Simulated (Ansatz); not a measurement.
The same path of H2S + H4OSi (9 atoms, charge 0, multiplicity 1) was run 3 times with different band settings. Lost on the way: Si1–O2, S7–H9. Made: Si1–S7, O2–H9.

All numbers below come from RKS r2SCAN-D4/def2-SVP (Ansatz 0.2.0).

Relaxed end points:

```xyz
9
Properties=species:S:1:pos:R:3
Si -0.192 0.271 -0.030
O -0.151 0.020 1.631
H -0.993 0.092 2.097
H 1.215 0.431 -0.471
H -0.968 1.515 -0.334
H -0.842 -0.864 -0.753
S 1.757 -2.728 1.222
H 0.600 -3.411 1.088
H 1.121 -1.682 1.805
```

```xyz
9
Properties=species:S:1:pos:R:3
Si 0.449 -0.336 -0.496
O -0.442 -1.036 2.533
H -1.335 -0.897 2.188
H 0.874 -0.003 -1.885
H 0.785 0.822 0.390
H -1.039 -0.499 -0.481
S 1.487 -2.128 0.035
H 0.896 -2.139 1.258
H -0.127 -0.139 2.712
```

Common settings: movable images 9; climbing image yes; optimiser quadratic models (default); force threshold 0.05 eV/Å; iteration limit 60; end points relaxed.

| run | spring | start path |
| --- | --- | --- |
| 1 | 5.0 eV/Å² | through a guess of the saddle point |
| 2 | 0.5 eV/Å² | through a guess of the saddle point |
| 3 | 5.0 eV/Å² | straight line |

(1) What does each run give, and how far can it be trusted?

Answers

(1) Run 1: converged after 38 iterations, highest image 1.137 eV above the first end. Beside the main top the profile has a ripple of under 15 meV (maxima at images 1, 3), which may be a very shallow well or noise. A vibrational analysis at the climbing image gives one clearly imaginary mode, 228i cm⁻¹: a first-order saddle point.
Run 2: converged after 31 iterations, highest image 1.157 eV above the first end. The profile has 3 maxima (images 1, 4, 8) with wells between them (images 3, 7): this band takes more than one step, which may be the mechanism or a detour left from its start path. The order of the stationary point at the top wasn't checked.
Run 3: converged after 36 iterations, highest image 1.137 eV above the first end. Beside the main top the profile has a ripple of under 15 meV (maxima at images 1, 4), which may be a very shallow well or noise. Another band between the same ends (9 images) ends at a top of the same energy, where a vibrational analysis finds 1 clearly imaginary mode.
The orbitals stay closed-shell, which can raise the energy where a bond breaks towards radicals; this wasn't checked here.
